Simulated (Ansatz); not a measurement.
## Structure relaxation of KZnF₃

The calculation used Ansatz 0.2.0, DFT PBE, scalar-relativistic, plane waves, PAW. Cutoff 420 eV, Γ-centred k mesh, Gaussian smearing, no spin polarisation in the final step.

A relaxed cell is given with its space group left out.

```
K Zn F
1.0
     4.12697    0.00000    0.00000
     0.00000    4.12697    0.00000
     0.00000    0.00000    4.12697
K Zn F
1 1 3
Direct
  0.00000 0.00000 0.00000
  0.50000 0.50000 0.50000
  0.00000 0.50000 0.50000
  0.50000 0.00000 0.50000
  0.50000 0.50000 0.00000
```

Energies over the elements count from the elements' standard structures at the same level (F₂ as a molecule), with no empirical corrections.

**Question.** What space group does it have?

**Answer.** Pm-3m (No. 221). Conventional cell: a = 4.127 Å. K has 12 F at 2.92 Å; around Zn lie 6 F at 2.06 Å; F is coordinated by 2 Zn at 2.06 Å.

**Question.** How far does it lie from the elements in energy?

**Answer.** -2.543 eV/atom.

**Question.** Is it a metal?

**Answer.** No, the gap on the 6×6×6 mesh is 3.71 eV.

The final run used a 6×6×6 mesh on its 5-atom cell and 0.02 eV smearing.

Cost: 3 runs of about 0.3 core-minutes in all, on Arm Neoverse V1 (shared hosts).